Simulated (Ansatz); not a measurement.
# BFH₂N radical (SMILES N[B]F): functionals against CCSD(T) at one geometry

The atoms stand at a structure displaced at random from a GFN2-xTB minimum. How far do the functionals agree with CCSD(T) there?

Program: Ansatz 0.2.0, Gaussian basis. Level of theory: single points in def2-TZVPP. These are calculated values, not measurements.

Cores are frozen in the correlated methods. Orbitals are unrestricted.

### Step 1. The system as given

SMILES `N[B]F`, 5 atoms, charge 0, spin multiplicity 2.

Atoms are counted from 1 here; the program's logs count them from 0.

Bond lengths: N1–B2 1.422 Å, N1–H4 0.971 Å, N1–H5 1.091 Å, B2–F3 1.407 Å. Angles: B2–N1–H4 127.1°, B2–N1–H5 114.7°, H4–N1–H5 112.3°, N1–B2–F3 119.0°.

Coordinates:

```
N    -0.4368    0.2666   -0.2567
B     0.2022   -0.9346    0.1581
F     1.2748   -0.8585    1.0648
H    -0.9160    0.4187   -1.0873
H     0.0095    1.1808    0.1383
```

### Step 2. CCSD(T)/def2-TZVPP

Input file run/in.yaml:

```yaml
crystal:
  periodic: [false, false, false]
  atoms:
    - {symbol: N, position_ang: [-0.436800, 0.266600, -0.256700]}
    - {symbol: B, position_ang: [0.202200, -0.934600, 0.158100]}
    - {symbol: F, position_ang: [1.274800, -0.858500, 1.064800]}
    - {symbol: H, position_ang: [-0.916000, 0.418700, -1.087300]}
    - {symbol: H, position_ang: [0.009500, 1.180800, 0.138300]}
basis:
  gaussian: {orbitals: def2-TZVPP}
magnetization: {spin_polarized: true, initial_magnetization: 1}
correlation: {method: ccsd_t}
scf: {omitted_lower_state_checks: [cluster_reference]}
output: {forces: true}
```

The command line of these runs was not kept.

### Step 3. PBE0-D4/def2-TZVPP

Changes to run/in.yaml since step 2:

```diff
@@ -11,4 +11,3 @@
 magnetization: {spin_polarized: true, initial_magnetization: 1}
-correlation: {method: ccsd_t}
-scf: {omitted_lower_state_checks: [cluster_reference]}
-output: {forces: true}
+hamiltonian: {xc: pbe0, dispersion: d4}
+output: {forces: true, orbitals: {seedname: orbitals}}
```

### Step 4. wB97M-V/def2-TZVPP

Changes to run/in.yaml since step 3:

```diff
@@ -11,3 +11,3 @@
 magnetization: {spin_polarized: true, initial_magnetization: 1}
-hamiltonian: {xc: pbe0, dispersion: d4}
-output: {forces: true, orbitals: {seedname: orbitals}}
+hamiltonian: {xc: {name: wB97M-V}}
+output: {forces: true}
```

### Step 5. r2SCAN-D4/def2-TZVPP

Changes to run/in.yaml since step 4:

```diff
@@ -11,3 +11,3 @@
 magnetization: {spin_polarized: true, initial_magnetization: 1}
-hamiltonian: {xc: {name: wB97M-V}}
+hamiltonian: {xc: r2scan, dispersion: d4}
 output: {forces: true}
```

### Step 6. PBE-D4/def2-TZVPP

Changes to run/in.yaml since step 5:

```diff
@@ -11,3 +11,3 @@
 magnetization: {spin_polarized: true, initial_magnetization: 1}
-hamiltonian: {xc: r2scan, dispersion: d4}
+hamiltonian: {xc: pbe, dispersion: d4}
 output: {forces: true}
```

### Step 7. CAM-B3LYP-D4/def2-TZVPP

Changes to run/in.yaml since step 6:

```diff
@@ -11,3 +11,3 @@
 magnetization: {spin_polarized: true, initial_magnetization: 1}
-hamiltonian: {xc: pbe, dispersion: d4}
+hamiltonian: {xc: {name: CAM-B3LYP}, dispersion: d4}
 output: {forces: true}
```

### Step 8. BHLYP-D4/def2-TZVPP

Changes to run/in.yaml since step 7:

```diff
@@ -11,3 +11,3 @@
 magnetization: {spin_polarized: true, initial_magnetization: 1}
-hamiltonian: {xc: {name: CAM-B3LYP}, dispersion: d4}
+hamiltonian: {xc: {name: BHLYP}, dispersion: d4}
 output: {forces: true}
```

(Steps that only read results are left out.)

What does the calculation give? Wanted: energy less free atoms, CCSD(T)/def2-TZVPP; RMS force component; RMS force error; HOMO and LUMO, PBE0-D4; T1 diagnostic.

**Answer**, as computed:

| quantity | value |
| --- | --- |
| energy less free atoms, CCSD(T)/def2-TZVPP | -1775.6 kJ/mol |
| RMS force component | 1.547 to 1.779 eV/Å over the methods |
| RMS force error | PBE0-D4 0.130, wB97M-V 0.099, r2SCAN-D4 0.096, PBE-D4 0.226, CAM-B3LYP-D4 0.156, BHLYP-D4 0.263 eV/Å |
| HOMO and LUMO, PBE0-D4 | -6.50 and -1.63 eV |
| T1 diagnostic | 0.015 |

What this shows: Against CCSD(T) the functionals' energies less atoms differ by -144.7 to +2.1 kJ/mol, PBE-D4 by -144.7 kJ/mol. The reference is not at the basis limit: in triple zeta CCSD(T) underbinds, which counts against methods that bind more; the gaps are no ranking. On forces the order runs from r2SCAN-D4 to BHLYP-D4. Frozen-core CCSD(T) forces in triple zeta carry basis errors of their own, and this is one geometry, so small gaps rank nothing.
